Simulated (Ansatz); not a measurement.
Cost and result for the atomization energy of C$_{3}$H$_{5}$FO (`OC1(F)CC1`) (10 atoms, 10 bonds).

```xyz
10

O     0.208    0.123    1.700
C    -0.379    0.009    0.478
F    -1.728   -0.198    0.573
C     0.088    0.874   -0.616
C     0.299   -0.639   -0.669
H     0.231   -0.748    2.111
H    -0.663    1.290   -1.274
H     0.950    1.499   -0.423
H     1.305   -1.010   -0.517
H    -0.312   -1.200   -1.364
```

Charge 0, multiplicity 1. The geometry is a stationary point of PBE0-D4/def2-TZVP. It is one conformer, not always the lowest. Program: Ansatz. All runs use 4 threads of an Arm Neoverse V2 on a shared host. Times are those of one run each, without the atoms' runs, and a repeat can differ threefold. Electronic energies, without spin–orbit coupling; frozen cores. CCSD(T)/CBS adds CCSD(T) − MP2 in def2-TZVPP to the MP2 limit, and its time is that of the two runs behind it. T1 = 0.010. B3LYP takes the VWN-RPA correlation (the form of Gaussian; ORCA's B3LYP/G).

CCSD(T)/CBS is a level of theory with its own doubt, some kJ/mol a heavy atom from the limit and from the frozen cores, so smaller differences don't rank the functionals.

```
                             level  functions  wall time
                PBE0-D4/def2-TZVPP        225      1.6 s
   PBE-D4/def2-TZVPP (with forces)        225      1.6 s
 B3LYP-D4/def2-TZVPP (with forces)        225      2.4 s
r2SCAN-D4/def2-TZVPP (with forces)        225      2.8 s
                 B2PLYP/def2-TZVPP        225      3.4 s
                ωB97X-V/def2-TZVPP        225      4.3 s
  ωB97M-V/def2-TZVPP (with forces)        225      6.5 s
                    MP2/def2-QZVPP        435       13 s
                CCSD(T)/def2-TZVPP        225       75 s
                 CCSD(T)/CBS(def2)          –       88 s
```

Task: What atomization energy does each give, and how far from CCSD(T)/CBS? (An estimate is asked.)

Result: Computed: 
```
                             level  atomization (kcal/mol)  difference from CCSD(T)/CBS  per bond
                PBE0-D4/def2-TZVPP                   976.1                         10.3       1.0
   PBE-D4/def2-TZVPP (with forces)                   999.9                         34.1       3.4
 B3LYP-D4/def2-TZVPP (with forces)                   964.1                         -1.7      -0.2
r2SCAN-D4/def2-TZVPP (with forces)                   972.1                          6.3       0.6
                 B2PLYP/def2-TZVPP                   956.5                         -9.3      -0.9
                ωB97X-V/def2-TZVPP                   970.3                          4.5       0.5
  ωB97M-V/def2-TZVPP (with forces)                   971.3                          5.5       0.6
                    MP2/def2-QZVPP                   980.6                         14.8       1.5
                CCSD(T)/def2-TZVPP                   941.3                        -24.5      -2.4
                 CCSD(T)/CBS(def2)                   965.8                          0.0       0.0
```

The D4 term adds +5.8 kcal/mol with B3LYP and +3.0 kcal/mol with PBE0; it sums over pairs of atoms, weighted by their polarisabilities, and B3LYP, whose exchange is more repulsive, gets the larger term. In def2-TZVPP, CCSD(T) changes the Hartree–Fock value by +254.9 kcal/mol (the triples alone add +16.2 kcal/mol) and MP2 by +279.7 kcal/mol; breaking electron pairs costs correlation energy, which Hartree–Fock lacks. From PBE to PBE0 (25 % exact exchange), in def2-TZVPP and without D4, the atomization energy moves by −23.2 kcal/mol: exact exchange takes away binding that semilocal exchange gives to molecules.
